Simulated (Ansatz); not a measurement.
Compare A (`C=C(C)C(C)=O`) with its isomer B (`C=CCC1CO1`).

Gas-phase electronic energies from Ansatz, PBE0-D4/def2-TZVP geometries. CCSD(T)/CBS is the MP2 limit (def2-TZVPP, def2-QZVPP) plus CCSD(T) − MP2 in def2-TZVPP, frozen cores. DFT in def2-TZVPP. B3LYP here is the variant with VWN-RPA as its local correlation; programs differ in this. One conformer a species, not always the lowest.

Question: Which is lower in electronic energy at CCSD(T)/CBS, and by how much? (An estimate is asked.)

Answer: The calculation gave: A, by 139.4 kJ/mol.

Question: Give E(B) − E(A) in kJ/mol with B2PLYP, PBE0-D4, ωB97M-V, B3LYP-D4, r2SCAN-D4, MP2/def2-TZVPP, B3LYP. (Best estimate.)

Answer: The calculation gave: B2PLYP 147.0, PBE0-D4 133.3, ωB97M-V 137.5, B3LYP-D4 149.8, r2SCAN-D4 142.7, MP2/def2-TZVPP 138.5, B3LYP 147.8. None reverses the order clearly.

Largest T1 diagnostic: 0.013.

In def2-TZVPP, CCSD(T) changes the Hartree–Fock value by −12.2 kJ/mol (the triples alone add +2.1 kJ/mol) and MP2 by −13.9 kJ/mol. From PBE to PBE0 (25 % exact exchange), in def2-TZVPP and without D4, E(B) − E(A) moves by −3.9 kJ/mol.
